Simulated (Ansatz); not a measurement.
Rock-salt RbBr, treated with Hartree–Fock in Ansatz (plane waves, PAW).

Settings: plane-wave cutoff 460 eV, 6×6×6 k mesh, Fermi–Dirac smearing 0.01 eV, scalar-relativistic PAW data made under PBE.

Properties against volume:

| V (Å³/atom) | P (GPa) | direct gap at Γ (eV) |
|---|---|---|
| 44.913 | 0.61 | 11.508 |
| 45.957 | 0.32 | 11.424 |
| 47.277 | 0.01 | 11.323 |
| 48.459 | -0.24 | 11.237 |
| 49.641 | -0.44 | 11.155 |

A straight line through the gaps at Γ against ln V gives a volume deformation potential dE_g(Γ)/d ln V of -3.5 eV: the gap at Γ widens under compression.

Measured, for comparison: band gap 7.2 eV (temperature not stated, no zero-point or thermal correction; as tabulated in Aguado et al. (1998), arXiv:cond-mat/9809176).

Note: the cell is over a tenth larger than the published one (another phase or state, or a fault of the published cell, is possible).

Spin–orbit coupling is not included.

Ansatz is a quantum-chemistry and plane-wave program.
